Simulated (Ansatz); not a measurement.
Basis-set extrapolation for C$_{4}$H$_{9}$N (`CC/C=C/N`) (PBE0-D4/def2-TZVP geometry, frozen core, Ansatz 0.2.0). Multiplicity 1, RHF reference.

```json
{"": "HF", "def2-TZVPP": "-211.223379", "def2-QZVPP": "-211.233494"}
{"": "MP2 correlation", "def2-TZVPP": "-0.892252", "def2-QZVPP": "-0.950111"}
{"": "CCSD(T) correlation", "def2-TZVPP": "-0.976954", "def2-QZVPP": "not run"}
```

Energies in hartree. Use E(X) = E(∞) + A·exp(−7.88·√X) for Hartree–Fock and E(X) = E(∞) + B·X^(−2.97) for correlation, with X = 3 and 4, and add CCSD(T) minus MP2 of the smaller set to the MP2 limit.

Q: What is the CCSD(T) energy at the basis-set limit?

A: HF limit: -211.233494 + (-0.010115) × 0.13774 = -211.23489. MP2 limit: -0.950111 + (-0.057859) × 0.74074 = -0.99297. Higher-order term: -0.976954 − (-0.892252) = -0.08470. Total: -212.31256 hartree, 70.4 kcal/mol below CCSD(T)/def2-TZVPP.
